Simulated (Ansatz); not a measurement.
## HSiBe, doublet in 6-31G: errors against full CI

Geometry: a point of a breathe scan, not a stationary point.

```xyz
3

Si    0.0000   -0.0066    0.6754
Be    0.0000   -0.1571   -2.0218
H     0.0000    1.5893   -0.7423
```

Basis 6-31G; Ansatz 0.2.0. Correlated methods freeze the noble-gas cores, which leaves 7 electrons in 18 orbitals. Prefix R: restricted or restricted open-shell reference; prefix U: unrestricted. Active spaces: pair = (3e, 3o) about the gap; valence = (7e, 9o) chosen from the atoms' valence shells.

Full CI is exact within this basis and frozen core; it isn't the basis-set limit. The frozen core follows each run's orbitals, which can shift R against U totals by a few meV.

Unrestricted rows (U) aren't spin-pure: their determinants' ⟨S²⟩ exceeds S(S+1) by up to 0.80, so they mix in states of higher spin. For open shells CISD and CISDTQ are restricted-active-space CI with the open shells as a complete middle space.

```
UHF ⟨S²⟩                          : 1.552
T1 diagnostic (RCCSD)             : 0.0527
largest doubles amplitude (RCCSD) : 0.182
T1 diagnostic (UCCSD)             : 0.1038
```

```
   level  E − E(RHF) (eV)
     UHF          -0.6392
    RMP2          -1.9613
    UMP2          -1.9657
   RCCSD          -2.9275
   UCCSD          -2.8974
RCCSD(T)          -3.0583
UCCSD(T)          -3.0245
```

Q: Estimate how far full CI in 6-31G lies from RCCSD(T). The table doesn't fix it; the size of (T) and the diagnostics are the guide.

A: Full CI in 6-31G lies 2.13 mEh below RCCSD(T), which is 44 % of the (T) step (-4.81 mEh). T1 is raised, a doubles amplitude is large, and the rest is a large part of (T). The miss exceeds 1 kcal/mol.

The other levels:

```
                   level  E − E(full CI) (mEh)  share of correlation (%)  wall time
                    CISD                 15.04                     86.86     0.63 s
                 BCCD(T)                  2.50                     97.82      1.8 s
                  RCCSDT                  0.54                     99.53          –
                  UCCSDT                  0.65                     99.43          –
                  CISDTQ                  0.55                     99.52      2.9 s
               RCCSDT(Q)                  0.13                     99.89        4 s
               UCCSDT(Q)                  0.00                    100.00        6 s
                 RCCSDTQ                  0.01                     99.99       24 s
                 UCCSDTQ                  0.02                     99.98       30 s
     CASSCF (pair space)                 85.60                     25.25          –
     NEVPT2 (pair space)                 33.31                     70.91     0.45 s
     MRCISD (pair space)                 10.92                     90.47          –
   MRCISD+Q (pair space)                  2.50                     97.82     0.73 s
  CASSCF (valence space)                 19.44                     83.02          –
  NEVPT2 (valence space)                  5.48                     95.21      2.2 s
  MRCISD (valence space)                  0.43                     99.62          –
MRCISD+Q (valence space)                  0.09                     99.92      3.6 s
```

The correlation energy at full CI, counted from RHF, is -3.116 eV. That run took 12 s on 1 thread of AMD EPYC 7B13, shared host over 1,247,040 determinants.

Times hold each run's SCF and search for its determinant on a shared host, so for small cases they say little of a method's own cost; they ran on 1 thread of AMD EPYC 7B13.

The full-CI state has the irrep A'' of Cs, in the program's axes.

Natural occupations of full CI about the gap: 1.956 1.886 1.749 0.985 0.184 0.096 0.048 0.044 0.027 0.006; effectively unpaired electrons, Σ n²(2−n)², 1.41.
